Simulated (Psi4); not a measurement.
# PO2 (phosphorus dioxide) at 3 levels

Aim: a comparison of 3 runs (UB3LYP/6-31G*, U-r2SCANh/aug-cc-pV(D+d)Z, UBLYP/pcseg-2) of PO2 (phosphorus dioxide). 

Program for the calculation: Psi4 1.11.

## 1. Starting point

The species is PO2 (3 atoms), meant as a doublet with charge 0. SMILES: `[O]P=O`. Geometry: relaxed at GFN2-xTB.

Bond lengths: O1–P2 1.464 Å, P2–O3 1.464 Å. Angles: O1–P2–O3 123.4°.

## 2. Energy and gradient at UB3LYP/6-31G(d) (spherical functions) (run 1)

job.inp

```
memory 1.6 GB

molecule system {
  0 2
  O      0.331710     1.226310     0.317670
  P     -0.403940     0.077030    -0.212130
  O      0.072230    -1.303340    -0.105540
  symmetry c1
}

set basis 6-31G*
set reference uks
set puream true
set e_convergence 1e-09
set d_convergence 1e-08
set scf_type pk
set dft_radial_points 99
set dft_spherical_points 590
set maxiter 200

e, wfn = gradient("b3lyp", return_wfn=True)
oeprop(wfn, "MULLIKEN_CHARGES", "DIPOLE", "QUADRUPOLE")
```

On the command line:

```console
psi4 -i job.inp -o job.out -n 1
```

job.out:

```text
[...]
  Running in c1 symmetry.
[...]
  Nuclear repulsion =   99.891557751564903
[...]
  Multiplicity = 2
[...]
  Nalpha       = 16
  Nbeta        = 15
[...]
    Number of basis functions: 46
[...]
   @UKS iter   1:  -491.44292554671381    1.93021e-02   1.91328e-02 DIIS/ADIIS
[...]
   @UKS iter  13:  -491.75972127602608   -3.75167e-12   4.04914e-09 DIIS
[...]
   @S^2 Observed:                7.547320350E-01
[...]
  @UKS Final Energy:  -491.75972127602608
   => Energetics <=
    Nuclear Repulsion Energy =             99.8915577515649034
    One-Electron Energy =                -876.8155016731236628
    Two-Electron Energy =                 317.8183493289387229
    DFT Exchange-Correlation Energy =     -32.6541266834061332
    Empirical Dispersion Energy =           0.0000000000000000
    VV10 Nonlocal Energy =                  0.0000000000000000
    Total Energy =                       -491.7597212760260845
[...]
  -Total Gradient:
     Atom            X                  Y                   Z
    ------   -----------------  -----------------  -----------------
       1       -0.013244575198    -0.042405925489     0.000000000000
       2        0.011676698764    -0.001683000686    -0.000000000000
       3        0.001570349479     0.044088466674     0.000000000000
[...]
 Multipole Moments:
 ------------------------------------------------------------------------------------
     Multipole            Electronic (a.u.)      Nuclear  (a.u.)        Total (a.u.)
 ------------------------------------------------------------------------------------
 L = 1.  Multiply by 2.5417464519 to convert [e a0] to [Debye]
 Dipole X            :         -1.0281772            0.3231112           -0.7050660
 Dipole Y            :          0.1745589           -0.0548183            0.1197406
 Dipole Z            :         -0.0000000           -0.0000000           -0.0000000
 Magnitude           :                                                    0.7151614
 L = 2.  Multiply by 1.3450342976 to convert [e a0^2] to [Debye ang]
 Quadrupole XX       :        -31.5051615           15.5978379          -15.9073236
 Quadrupole XY       :        -14.2277855           13.4373834           -0.7904021
[...]
  Mulliken Charges: (a.u.)
   Center  Symbol    Alpha    Beta     Spin     Total
       1     O     4.33530  4.07166  0.26364 -0.40696
       2     P     7.32915  6.85685  0.47231  0.81400
       3     O     4.33555  4.07149  0.26406 -0.40705
   Total alpha = 16.00000, Total beta = 15.00000, Total charge = -0.00000
    Psi4 run time: 0:00:06.55
```

It took 7.8 s on 1 thread of Intel Xeon Platinum 8488C (Sapphire Rapids), shared host; peak memory 0.41 GiB.

## 3. Energy and one-electron properties at U-r2SCANh/aug-cc-pV(D+d)Z (DKH3, density fitting) (run 2)

o2p.dat

```
memory 1600 mb

molecule system {
  0 2
  O      0.331710     1.226310     0.317670
  P     -0.403940     0.077030    -0.212130
  O      0.072230    -1.303340    -0.105540
  no_reorient
  no_com
}

set {
  basis aug-cc-pV(D+d)Z
  reference uks
  scf_type disk_df
  relativistic dkh
  dkh_order 3
}

e, wfn = energy("r2scanh", return_wfn=True)
oeprop(wfn, "LOWDIN_CHARGES", "MAYER_INDICES", "MULTIPOLE(3)", "MULLIKEN_CHARGES", title="R2SCANH")
```

On the command line:

```console
psi4 -i o2p.dat -o o2p.out -n 1
```

o2p.out:

```text
[...]
  Running in c1 symmetry.
[...]
  Nuclear repulsion =   99.891557751564903
[...]
  Multiplicity = 2
[...]
  Nalpha       = 16
  Nbeta        = 15
[...]
    Number of basis functions: 78
[...]
   @DF-UKS iter   1:  -492.17641353349524    6.30055e-03   1.15941e-02 DIIS/ADIIS
[...]
   @DF-UKS iter  11:  -492.50643526196865   -8.98046e-09   2.19921e-07 DIIS
[...]
   @S^2 Observed:                7.582193189E-01
[...]
  @DF-UKS Final Energy:  -492.50643526196865
   => Energetics <=
    Nuclear Repulsion Energy =             99.8915577515649034
    One-Electron Energy =                -877.4813650538512775
    Two-Electron Energy =                 321.5147563534943629
    DFT Exchange-Correlation Energy =     -36.4313843131766717
    Empirical Dispersion Energy =           0.0000000000000000
    VV10 Nonlocal Energy =                  0.0000000000000000
    Total Energy =                       -492.5064352619686474
[...]
 Multipole Moments:
 ------------------------------------------------------------------------------------
     Multipole            Electronic (a.u.)      Nuclear  (a.u.)        Total (a.u.)
 ------------------------------------------------------------------------------------
 L = 1.  Multiply by 2.5417464519 to convert [e a0] to [Debye]
 Dipole X            :          4.6956506           -5.3433518           -0.6477012
 Dipole Y            :         -0.8952638            1.0189592            0.1236954
 Dipole Z            :          2.4659516           -2.8060732           -0.3401216
 Magnitude           :                                                    0.7419570
 L = 2.  Multiply by 1.3450342976 to convert [e a0^2] to [Debye ang]
 Quadrupole XX       :        -27.7842359           12.0327116          -15.7515243
 Quadrupole XY       :         -7.7573686            7.2649024           -0.4924662
[...]
  Mulliken Charges: (a.u.)
   Center  Symbol    Alpha    Beta     Spin     Total
       1     O     4.42752  4.14737  0.28015 -0.57489
       2     P     7.14471  6.70537  0.43934  1.14991
       3     O     4.42776  4.14726  0.28050 -0.57502
   Total alpha = 16.00000, Total beta = 15.00000, Total charge =  0.00000
  Lowdin Charges: (a.u.)
   Center  Symbol    Alpha    Beta     Spin     Total
       1     O     4.33858  4.07587  0.26271 -0.41444
       2     P     7.32271  6.84842  0.47430  0.82887
       3     O     4.33871  4.07572  0.26299 -0.41443
[...]
```

Wall time 7.5 s (1 thread of Intel Xeon Platinum 8488C (Sapphire Rapids), shared host); peak memory 0.64 GiB.

Atomic charges (e):

| atom | Löwdin | Mulliken |
| --- | --- | --- |
| O1 | -0.414 | -0.575 |
| P2 | +0.829 | +1.150 |
| O3 | -0.414 | -0.575 |

## 4. Energy and forces at UBLYP/pcseg-2 (run 3)

input.json

```json
{
 "schema_name": "qcschema_input",
 "schema_version": 1,
 "molecule": {
  "schema_name": "qcschema_molecule",
  "schema_version": 2,
  "symbols": ["O", "P", "O"],
  "geometry": [0.62684105, 2.31739004, 0.6003093, -0.76333597, 0.1455656, -0.4008676, 0.13649492, -2.46295565, -0.1994417],
  "molecular_charge": 0,
  "molecular_multiplicity": 2,
  "fix_symmetry": "c1"
 },
 "driver": "gradient",
 "model": {
  "method": "blyp",
  "basis": "pcseg-2"
 },
 "keywords": {
  "reference": "uks",
  "puream": true,
  "e_convergence": 1e-09,
  "d_convergence": 1e-08,
  "scf_type": "pk",
  "dft_radial_points": 99,
  "dft_spherical_points": 590,
  "maxiter": 200
 }
}
```

On the command line:

```console
psi4 --qcschema input.json -n 1 --memory 1600MB
```

stdout:

```text
[...]
  Running in c1 symmetry.
[...]
  Nuclear repulsion =   99.891557848106245
[...]
  Multiplicity = 2
[...]
  Nalpha       = 16
  Nbeta        = 15
[...]
    Number of basis functions: 94
[...]
   @UKS iter   1:  -491.42237366112579    2.11775e-01   1.18404e-02 ADIIS/DIIS
[...]
   @UKS iter  13:  -491.88080904043568   -1.25056e-12   2.38325e-09 DIIS
[...]
   @S^2 Observed:                7.524453170E-01
[...]
    Orbital Energies [Eh]
    ---------------------
    Alpha Occupied:
       1A    -76.459573     2A    -18.822582     3A    -18.822573
       4A     -6.407498     5A     -4.634015     6A     -4.630437
       7A     -4.628406     8A     -0.984637     9A     -0.932640
      10A     -0.506533    11A     -0.410187    12A     -0.397389
      13A     -0.397137    14A     -0.325898    15A     -0.312557
      16A     -0.280725
    Alpha Virtual:
      17A     -0.120532    18A      0.011203    19A      0.031813
      20A      0.145177    21A      0.151397    22A      0.239586
      23A      0.245016    24A      0.307437    25A      0.309607
[...]
  @UKS Final Energy:  -491.88080904043568
   => Energetics <=
    Nuclear Repulsion Energy =             99.8915578481062454
    One-Electron Energy =                -877.1189783911727318
    Two-Electron Energy =                 325.8004085138576329
    DFT Exchange-Correlation Energy =     -40.4537970112268184
    Empirical Dispersion Energy =           0.0000000000000000
    VV10 Nonlocal Energy =                  0.0000000000000000
    Total Energy =                       -491.8808090404356790
[...]
 Multipole Moments:
 ------------------------------------------------------------------------------------
     Multipole            Electronic (a.u.)      Nuclear  (a.u.)        Total (a.u.)
 ------------------------------------------------------------------------------------
 L = 1.  Multiply by 2.5417464519 to convert [e a0] to [Debye]
 Dipole X            :         -1.0539632            0.3231112           -0.7308521
 Dipole Y            :          0.1789847           -0.0548183            0.1241665
 Dipole Z            :          0.0000000           -0.0000000            0.0000000
 Magnitude           :                                                    0.7413245
[...]
  -Total Gradient:
     Atom            X                  Y                   Z
    ------   -----------------  -----------------  -----------------
       1       -0.013011137548    -0.042157260035    -0.000000000001
       2        0.011306808966    -0.001630259019     0.000000000001
       3        0.001705251964     0.043787315520    -0.000000000001
[...]
```

The result, in JSON:

```text
{
 "driver": "gradient",
 "model": {
  "method": "blyp",
  "basis": "pcseg-2"
 },
 "success": true,
 "return_result": [-0.013011137547585316, -0.042157260035084854, -5.744469395000734e-13, 0.011306808966251636, -0.0016302590187188964, 1.3049523736075345e-12, 0.0017052519636924224, 0.04378731551956888, -5.416233842505282e-13],
 "properties": {
  "calcinfo_nbasis": 94,
  "calcinfo_nmo": 94,
  "calcinfo_nalpha": 16,
  "calcinfo_nbeta": 15,
  "calcinfo_natom": 3,
  "nuclear_repulsion_energy": 99.89155784810625,
  "return_energy": -491.8808090404357,
  "return_gradient": [-0.013011137547585316, -0.042157260035084854, -5.744469395000734e-13, 0.011306808966251636, -0.0016302590187188964, 1.3049523736075345e-12, 0.0017052519636924224, 0.04378731551956888, -5.416233842505282e-13],
  "scf_one_electron_energy": -877.1189783911727,
  "scf_two_electron_energy": 325.80040851385763,
  "scf_xc_energy": -40.45379701122682,
  "scf_dipole_moment": [-0.7308520691105442, 0.12416645789320466, 5.112294871106153e-11],
  "scf_total_energy": -491.8808090404357,
  "scf_total_gradient": [-0.013011137547585316, -0.042157260035084854, -5.744469395000734e-13, 0.011306808966251636, -0.0016302590187188964, 1.3049523736075345e-12, 0.0017052519636924224, 0.04378731551956888, -5.416233842505282e-13],
  "scf_iterations": 13
 }
}
```

Wall time 16 s (1 thread of Intel Xeon Platinum 8488C (Sapphire Rapids), shared host); peak memory 0.77 GiB.

## 5. Overview of the runs

| run | level | task | integrals | energy (Eh) | dipole moment (D) | HOMO energy (eV) | LUMO energy (eV) | wall time |
| --- | --- | --- | --- | --- | --- | --- | --- | --- |
| 1 | UB3LYP/6-31G* (spherical functions) | gradient | pk | -491.759721 | 1.82 | -8.69 | -5.54 | 7.8 s |
| 2 | U-r2SCANh/aug-cc-pV(D+d)Z (DKH3, density fitting) | properties | disk_df | -492.506435 | 1.89 | -8.82 | -5.87 | 7.5 s |
| 3 | UBLYP/pcseg-2 | gradient | pk | -491.880809 | 1.88 | -7.64 | -6.48 | 16 s |

## 6. Outcome

| quantity | value |
| --- | --- |
| run 3: total energy | -491.88081 Eh |
| run 3: dipole moment | 1.88 D |
| run 3: HOMO energy (highest over α and β) | -7.64 eV |
| run 3: LUMO energy (lowest over α and β) | -6.48 eV |
| run 3: ⟨S²⟩ | 0.752 |
| run 3: largest force on an atom | 2.269 eV/Å |

**Reading.** The dipole moment (its size) runs from 1.82 D (UB3LYP/6-31G*) to 1.89 D (U-r2SCANh/aug-cc-pV(D+d)Z). The two ends differ in method and basis and Hamiltonian. Totals of different functionals can't be ranked against each other. Some runs of one species differ in core potentials or relativity; totals across that change don't compare. All runs together took 31 s, the longest 16 s.
